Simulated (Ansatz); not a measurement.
For cubic perovskite KTaO3, revPBE (Ansatz, a first-principles code, plane waves, PAW) gives:

- lattice constant a: 4.047 Å
- cohesive energy: 5.93 eV/atom
- band gap: 2.16 eV

Task: What does r²SCAN-D4 (PAW; Ansatz) give for the same quantities?

Result: 
- lattice constant a: 3.985 Å (shrinks by 1.5 %)
- cohesive energy: 6.45 eV/atom (goes up by 0.52 eV/atom)
- band gap: 2.64 eV (grows by 0.48 eV)

For comparison: band gap 3.64 eV (measured, temperature not stated, not corrected to a static lattice, indirect; as tabulated in Himmetoglu and Janotti (2016), arXiv:1601.06205).

Changes are worked out from the printed values.

Unless a cell is named, each level is at its own relaxed cell (revPBE 13.26, r²SCAN-D4 12.66 Å³/atom).

Levels without +SOC leave out spin–orbit coupling, which shifts energies and cells of such heavy elements.

Spin–orbit coupling is included only where a level's name says +SOC; with heavier elements it mostly lowers gaps and can invert bands. Density-functional gaps are differences of (generalised) Kohn–Sham levels.

Ansatz's density-functional and Hartree–Fock values are scalar-relativistic unless marked +SOC, with PAW data made under PBE.
